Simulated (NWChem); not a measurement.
propene (C3H6); SMILES C=CC

```xyz
9

C     -0.1667    -1.2306     0.0000
C      0.4517     0.1282     0.0000
C     -0.2149     1.2835     0.0000
H      0.1497    -1.8112    -0.8830
H      0.1497    -1.8112     0.8830
H     -1.2656    -1.1789     0.0000
H      1.5493     0.1581     0.0000
H     -1.3099     1.3122     0.0000
H      0.3065     2.2444     0.0000
```
Atoms are numbered in this order, from 1.

All runs: NWChem. Pople sets run with spherical d functions. The geometry was optimised at PBE0/def2-SVP. B3LYP is NWChem's, with the RPA form of VWN correlation.

Task: Order these by “orbital gap (eV)”, lowest first: B3LYP/3-21G; B3LYP/6-31+G*; B3LYP/def2-SVP; B3LYP/STO-3G.

Result: B3LYP/6-31+G* (7.18), B3LYP/def2-SVP (7.46), B3LYP/3-21G (7.70), B3LYP/STO-3G (8.76)
